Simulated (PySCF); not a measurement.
Level of theory: PBE-D3(BJ)/def2-TZVP // PBE0-D4/def2-TZVP run with PySCF. All species are isolated molecules in the gas phase. One relaxed conformer stands for a flexible species; it need not be the lowest. 

Reference species (SMILES): `S([CH2])C` (neutral, multiplicity 2).

```yaml
highest_occupied_spin_orbital: -3.65 eV
```

Changed species: `[OH]` (radical fragment; the reference has radical fragment).

Give the shifts of the highest occupied spin orbital.

the highest occupied spin orbital falls by 3.51 eV, to -7.16 eV.
